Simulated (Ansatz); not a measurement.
# C4H7NS: up Jacob's ladder to CCSD(T)

The task here is to estimate one member of a computed series from the others.

Method: functionals in def2-TZVPP, the program's frozen cores in correlated methods; program: Ansatz 0.2.0, Gaussian basis.

Levels to be run: PBE-D4, r2SCAN-D4, PBE0-D4, B3LYP-D4, ωB97X-V, ωB97M-V, B2PLYP; CCSD(T)/def2-TZVPP; MP2/def2-QZVPP; extrapolation to the limit.

## The relaxed structure

The geometry comes from an earlier relaxation with PBE0-D4 in a triple-zeta def2 set; it is a stationary point, not always the lowest conformer.

SMILES `C=CNC(=C)S`, 13 atoms, charge 0, spin multiplicity 1.

Atoms are counted from 1 here; the program's logs count them from 0.

Bond lengths: C1–C2 1.333 Å, C1–H7 1.084 Å, C1–H8 1.080 Å, C2–N3 1.377 Å, C2–H9 1.083 Å, N3–C4 1.381 Å, N3–H10 1.008 Å, C4–C5 1.338 Å, C4–S6 1.763 Å, C5–H11 1.084 Å, C5–H12 1.079 Å, S6–H13 1.346 Å. Angles: C2–C1–H7 122.4°, C2–C1–H8 119.9°, H7–C1–H8 117.7°, C1–C2–N3 125.0°, C1–C2–H9 121.1°, N3–C2–H9 113.9°, C2–N3–C4 127.5°, C2–N3–H10 116.6°, C4–N3–H10 114.8°, N3–C4–C5 123.1°, N3–C4–S6 118.1°, C5–C4–S6 118.9°, C4–C5–H11 120.9°, C4–C5–H12 120.7°, H11–C5–H12 118.4°, C4–S6–H13 97.0°.

Set-up of the first run:

The input, in.yaml:

```yaml
crystal:
  periodic: [false, false, false]
  atoms:
    - {symbol: C, position_ang: [-1.938470, -1.138494, 1.054843]}
    - {symbol: C, position_ang: [-1.104098, -0.662372, 0.131359]}
    - {symbol: N, position_ang: [0.033118, 0.066842, 0.396404]}
    - {symbol: C, position_ang: [0.977788, 0.508927, -0.508574]}
    - {symbol: C, position_ang: [2.248294, 0.759926, -0.173085]}
    - {symbol: S, position_ang: [0.484843, 0.713081, -2.189179]}
    - {symbol: H, position_ang: [-1.777669, -0.986284, 2.116430]}
    - {symbol: H, position_ang: [-2.808718, -1.702812, 0.753945]}
    - {symbol: H, position_ang: [-1.280163, -0.832881, -0.923933]}
    - {symbol: H, position_ang: [0.307516, 0.140496, 1.363598]}
    - {symbol: H, position_ang: [2.625453, 0.502100, 0.810086]}
    - {symbol: H, position_ang: [2.919831, 1.232276, -0.873471]}
    - {symbol: H, position_ang: [-0.667228, 1.364497, -1.943725]}
basis:
  gaussian: {orbitals: def2-TZVPP}
hamiltonian: {xc: pbe, dispersion: d4}
output: {forces: true, orbitals: {seedname: orbitals}}
```

Command:

```sh
> ansatz run in.yaml --threads 4 --pin off --events-out ev --progress --plain --max-ram 10444MiB
```

Among the steps run: PBE-D4 (GGA); r2SCAN-D4 (meta-GGA); PBE0-D4 (hybrid); B3LYP-D4 (hybrid); ωB97X-V (range-separated); ωB97M-V (range-separated); B2PLYP (double hybrid); CCSD(T) in def2-TZVPP; MP2 in def2-QZVPP.

One table of the session follows, with a row left open; its other results are not shown here.

| method | atomisation energy (kJ/mol) |
| --- | --- |
| PBE-D4 | 5368.8 |
| r2SCAN-D4 | 5206.6 |
| PBE0-D4 | 5245.6 |
| B3LYP-D4 | 5205.2 |
| ωB97X-V | 5191.4 |
| ωB97M-V | 5206.5 |
| B2PLYP | 5134.5 |
| HF/def2-TZVPP | 3660.3 |
| MP2/def2-TZVPP | ? |
| CCSD/def2-TZVPP | 4928.2 |
| CCSD(T)/def2-TZVPP | 5025.3 |
| MP2/CBS | 5265.1 |
| CCSD(T)/CBS | 5167.2 |

**Question.** Estimate the row for MP2/def2-TZVPP.

**Answer.** atomisation energy (kJ/mol): 5123.2. In the column «atomisation energy (kJ/mol)» it lies between CCSD(T)/def2-TZVPP (5025.3) and B2PLYP (5134.5).

Caveats from the session: Free atoms (4 C, 1 N, 1 S, 7 H) were run apart at each level; the atomisation energy is their sum less the molecule, without zero-point or spin-orbit terms.
